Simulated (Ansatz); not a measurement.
# C2H2 (acetylene): methods side by side

C2H2 has 4 atoms, charge 0, and is taken as a singlet. SMILES: `C#C`. Geometry: optimised at r2SCAN/def2-SVP.

Quantity: the adiabatic ionisation energy (to the doublet cation, shapes relaxed at r2SCAN/def2-SVP, no zero-point term), in eV. The values are calculated.

```json
{"level": "HF/def2-TZVPP", "kind": "Hartree–Fock", "program": "Ansatz", "value (eV)": "9.80", "CPU time (all runs)": "2.2 s"}
{"level": "SVWN5/def2-TZVPP", "kind": "LDA", "program": "Ansatz", "value (eV)": "11.60", "CPU time (all runs)": "3.8 s"}
{"level": "B3LYP/def2-TZVPP", "kind": "global hybrid", "program": "Ansatz", "value (eV)": "11.26", "CPU time (all runs)": "9.9 s"}
{"level": "PBE0-D4/def2-TZVPP", "kind": "global hybrid", "program": "Ansatz", "value (eV)": "11.18", "CPU time (all runs)": "8.4 s"}
{"level": "wB97M-V/def2-TZVPP", "kind": "range-separated hybrid", "program": "Ansatz", "value (eV)": "11.19", "CPU time (all runs)": "24 s"}
{"level": "B2PLYP/def2-TZVPP", "kind": "double hybrid", "program": "Ansatz", "value (eV)": "11.27", "CPU time (all runs)": "26 s"}
{"level": "RPA@PBE/def2-TZVPP", "kind": "RPA", "program": "Ansatz", "value (eV)": "11.38", "CPU time (all runs)": "34 s"}
{"level": "MP2/def2-TZVPP", "kind": "perturbation theory", "program": "Ansatz", "value (eV)": "11.47", "CPU time (all runs)": "2 s"}
```

The values span 9.80 to 11.60 eV. In so small a basis fixed costs decide the times, and correlated methods can beat functionals. CPU times are rough (shared hosts, several kinds of processor and program).
